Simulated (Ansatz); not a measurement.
**H₃O− (singlet): from Hartree-Fock to the top rungs, aug-cc-pVTZ**

The task here is to estimate one member of a computed series from the others.

Computed with Ansatz 0.2.0, Gaussian basis. Level: aug-cc-pVTZ, core rule «outside noble gas», up to 1 orbitals frozen.

To be run: UHF; CCSD(T) on RHF; CCSD(T) on UHF; BCCD(T) on RHF; CCSDT(Q) on RHF; CCSDT(Q) on UHF.

5 further runs of the same task are left out: 1 for a known fault of the program, 4 set aside as unsound or not needed.

### The geometry

The geometry is a PBE0/def2-TZVPD stationary point (not a proven minimum) of the parent state, kept for this charge and spin.

4 atoms, charge -1, spin multiplicity 1.

Atoms are counted from 1 here; the program's logs count them from 0.

Bond lengths: O1–H2 0.994 Å, O1–H3 1.048 Å, O1–H4 1.048 Å. Angles: H2–O1–H3 107.0°, H2–O1–H4 107.0°, H3–O1–H4 115.0°.

Set-up of the first run:

Input file in.yaml:

```yaml
crystal:
  periodic: [false, false, false]
  atoms:
    - {symbol: O, position_ang: [0.053909, -0.002347, 0.000000]}
    - {symbol: H, position_ang: [-0.277338, 0.934360, 0.000002]}
    - {symbol: H, position_ang: [-0.289188, -0.448554, 0.883737]}
    - {symbol: H, position_ang: [-0.289189, -0.448551, -0.883738]}
basis:
  gaussian: {orbitals: aug-cc-pVTZ}
total_charge: -1
magnetization: {spin_polarized: true, initial_magnetization: 0}
hamiltonian: {xc: hf}
output: {orbitals: {seedname: orbitals}}
```

Command:

```
$ ansatz run in.yaml --threads 1 --pin off --events-out ev --progress --plain --max-ram 2816MiB --backend cpu
```

Among the steps run: UHF; CCSD(T) on RHF; CCSD(T) on UHF; BCCD(T) on RHF; CCSDT(Q) on RHF; CCSDT(Q) on UHF.

One table of the session follows, with a row left open; its other results are not shown here.

| method | from RCCSDT(Q) (kcal/mol) |
| --- | --- |
| RHF | +207.76 |
| UHF | +205.07 |
| RMP2 | +14.49 |
| UMP2 | +19.48 |
| RCCSD | +9.07 |
| UCCSD | +9.61 |
| RCCSD(T) | +0.63 |
| UCCSD(T) | ? |
| BCCD(T) | +0.57 |
| RCCSDT | +0.57 |
| UCCSDT | +0.63 |
| RCCSDT(Q) | 0 |
| UCCSDT(Q) | -0.05 |

Q: Estimate the row for UCCSD(T) from the others.

The run gave: from RCCSDT(Q) (kcal/mol): +0.94. In the column «from RCCSDT(Q) (kcal/mol)» it lies between UCCSDT (+0.63) and RCCSD (+9.07).

To keep in mind: The determinant is far from a pure spin state, so its energy mixes those of several spin states (harmless only where they are near-degenerate, as at dissociation). Restricted and unrestricted rows rest on different reference determinants; where their highest levels disagree by more than a few hundredths of an eV, they describe different states and don't form one ladder.
